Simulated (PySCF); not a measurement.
## How the functional moves excitation energies

C4H7Cl.
SMILES: `[C@H]1(Cl)[C@@H](C1)C`

Linear-response calculations in the def2-SVPD basis (PySCF; singlets by full response, triplets Tamm–Dancoff, core orbitals frozen in the response; HF means time-dependent Hartree–Fock). 'Strongest' is the level of largest summed f among the singlets computed (10 roots, of which the last may lack a degenerate partner); it can jump between rows when another state enters that window. S1 is the lowest singlet of each run and needn't be the same state throughout; f(S1) is that of one state. Geometry: PBE0-D3(BJ)/def2-SVP; no solvent, vibrations or thermal averaging.

```
functional                               kind  S1 (eV)  f(S1)  strongest (eV)  T1 (eV)  HOMO (eV)  gap (eV)  ionisation energy, ΔSCF (eV)
       LDA                                LDA     6.26  0.003            7.80     5.80      -6.53      5.99                          9.67
       PBE                                GGA     6.26  0.004            7.50     5.74      -6.41      6.03                          9.52
     B3LYP  global hybrid, 20% exact exchange     6.62  0.002            8.34     6.06      -7.49      7.80                          9.82
      PBE0  global hybrid, 25% exact exchange     6.77  0.002            8.58     6.13      -7.72      8.31                          9.84
 BHandHLYP  global hybrid, 50% exact exchange     7.11  0.002            8.68     6.46      -8.92     10.15                          9.99
 CAM-B3LYP             range-separated hybrid     6.89  0.001            8.45     6.27      -9.09     10.47                         10.02
   wB97X-D             range-separated hybrid     6.95  0.001            9.04     6.35      -9.58     11.89                          9.97
   LC-wPBE             range-separated hybrid     7.19  0.001            9.28     6.46     -10.47     12.94                         10.23
        HF                       Hartree–Fock     7.80  0.002            9.73     6.99     -10.78     13.50                   not settled
```

S1 runs from 6.26 eV (LDA) to 7.80 eV (HF), a spread of 1.54 eV, while the orbital gap spreads over 7.5 eV. Along PBE (0%), B3LYP (20%), PBE0 (25%), BHandHLYP (50%), HF (100%) S1 rises with the share of exact exchange. −ε(HOMO) comes closest to its own ΔSCF ionisation energy with LC-wPBE (+0.24 eV) and misses most with LDA (-3.14 eV). 'Not settled' means that the ion's SCF failed to converge or may have ended in another state than the lowest.
